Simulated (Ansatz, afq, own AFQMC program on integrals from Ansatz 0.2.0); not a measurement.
Two steps: Ansatz 0.2.0 writes the Fock matrix and Cholesky factors of the valence space, and afq projects on them the lowest state that overlaps trial and start.

```yaml
crystal:
  periodic: [false, false, false]
  atoms:
    - {symbol: Ti, position_ang: [0.000000, 0.000000, 0.000000]}
    - {symbol: N, position_ang: [0.000000, 0.000000, 1.505800]}
basis:
  gaussian: {orbitals: def2-SVP}
total_charge: 1
magnetization: {spin_polarized: false}
correlation: {method: ccsd_t, electrons: outside_noble_gas, hamiltonian_folder: ham}
```

```sh
$ ansatz run in.yaml --threads 1 --pin off --events-out ev --progress --plain --max-ram 1843MiB
```

afq runs on the folder ham with

```
--method free --trial cisd --walkers 80 --time-step 0.03 --max-blocks 80 --target-error 0.00034 --factor-cut 1e-05 --seed 2559 --times 0,0.3,0.6,1.2,1.8,2.4,3.6,4.8,6 --taylor-order 8
```

Times are imaginary, in 1/Eh. The walk had a cap of 508 s.

Log:

```
orbitals 35  electrons 4 4  factors 304 of 494
reference energy -902.34727807 Eh
CCSD correlation -0.29585189 Eh in 12 cycles, weight of the determinant in the CISD state 0.8491
repeat  energy at the last time / Eh  error
    10  -902.678825  0.009926
    20  -902.675905  0.007902
    30  -902.671080  0.005742
    40  -902.676339  0.004858
    50  -902.677856  0.004381
    60  -902.673035  0.004267
    70  -902.672664  0.004116
    80  -902.674371  0.004201
time / (1/Eh)  energy / Eh  error  mean overlap
  0.00  -902.642905  0.001226  1.1772
  0.30  -902.655793  0.001015  1.1838
  0.60  -902.660312  0.001045  1.1963
  1.20  -902.666511  0.000986  1.1974
  1.80  -902.667581  0.001120  1.2186
  2.40  -902.666956  0.001448  1.2284
  3.60  -902.668233  0.001887  1.2499
  4.80  -902.662802  0.001953  1.3160
  6.00  -902.674371  0.004201  1.2952
energy -902.674371 +/- 0.004201 Eh
```

The run failed at least one of its tests; the cautions name the faults.

Against this walk (error 114.3 meV) on the same determinant: CCSD(T) 264.1 meV higher, CCSDT(Q) 161.9 meV higher (within the noise). The error is statistical, and a free projection of finite length keeps a remainder of its start. None of these is a sure reference here. The last points scatter (meV from the last: 185 ± 30 at 1.80, 202 ± 39 at 2.40, 167 ± 51 at 3.60, 315 ± 53 at 4.80, 0 ± 114 at 6.00); the last is the one printed as the energy, and the gaps above move with that scatter.

Cautions: remainder of the start not in the error; error above the target (114.3 against 9.3 meV); no relativity below Rb; outer-core shells of the metal frozen; higher spins were not checked; restricted determinant unstable towards unrestricted (UHF 196 meV lower, ⟨S²⟩ 0.70); strong correlation (T1 0.049, weight of the determinant 0.85, largest double 0.08); (T) is large, 7 % of the CCSD correlation; (Q) is large, 101 meV, so the cluster series hasn't closed.

The walk took 2.5 min on 1 thread of Intel(R) Xeon(R) 6975P-C (Granite Rapids), on a shared host. The log's last line is the free-projection energy.

CCSDT and higher add their correlation energy to the determinant of the CCSD(T) run, since their own runs factorise the integrals more tightly (a shift of under 2 meV). A walk keeps the symmetry of its determinant, which the program's search chose and which needn't be the lowest solution, so a lower state of the same spin and another symmetry isn't excluded.
